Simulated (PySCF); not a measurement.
Consider hydrazine, `NN` (H4N2). Non-hydrogen atoms are numbered in `[NH2:1][NH2:2]`.

Level of theory: M06-2X/def2-TZVP single points in PySCF, grid level 3; every species was optimised with PBE0-D3(BJ)/def2-SVP. Zero-point and thermal terms (298.15 K, 1 bar) come from unscaled PBE0-D3(BJ)/def2-SVP harmonic frequencies, with soft modes damped to free rotors in the entropy.

(1) Rank these bonds by dissociation enthalpy, weakest first.
A. N1–H
B. N1–N2

(2) For N1–N2, what are ΔE (electronic) and ΔG(298 K) of the homolysis?

Results:

(1) B (287 kJ/mol), A (338 kJ/mol).

(2) ΔE = 319 and ΔG = 240 kJ/mol, beside ΔH = 287 kJ/mol. The radicals are NH2• and NH2•.

---

Consider methanol, `CO` (CH4O). Numbering: `[CH3:1][OH:2]`

Level of theory: ωB97X-D3(BJ)/def2-TZVP single points in PySCF, grid level 2; every species was optimised with PBE0-D3(BJ)/def2-SVP. ωB97X-D3(BJ) is ωB97X-V with D3(BJ) in place of VV10. Zero-point and thermal terms (298.15 K, 1 bar) come from unscaled PBE0-D3(BJ)/def2-SVP harmonic frequencies, with soft modes damped to free rotors in the entropy.

**Question.** Rank these bonds by dissociation enthalpy, weakest first.
A. C1–O2
B. C1–H
C. O2–H

**Answer.** A (380 kJ/mol), B (394 kJ/mol), C (416 kJ/mol).

**Question.** For C1–H, what are ΔE (electronic) and ΔG(298 K) of the homolysis?

**Answer.** ΔE = 424 and ΔG = 359 kJ/mol, beside ΔH = 394 kJ/mol. The radicals are `[CH2]O` and H•.

---

Consider ethane, `CC` (C2H6). Non-hydrogen atoms are numbered in `[CH3:1][CH3:2]`.

Level of theory: ωB97X-D3(BJ)/def2-TZVP single points in PySCF, grid level 2; every species was optimised with PBE0-D3(BJ)/def2-SVP. Zero-point and thermal terms (298.15 K, 1 bar) come from unscaled PBE0-D3(BJ)/def2-SVP harmonic frequencies, with soft modes damped to free rotors in the entropy.

(1) Rank these bonds by dissociation enthalpy, weakest first.
A. C1–H
B. C1–C2

(2) For C1–H, what are ΔE (electronic) and ΔG(298 K) of the homolysis?

## Answers

(1) B (382 kJ/mol), A (418 kJ/mol).

(2) ΔE = 451 and ΔG = 376 kJ/mol, beside ΔH = 418 kJ/mol. The radicals are `[CH2]C` and H•.
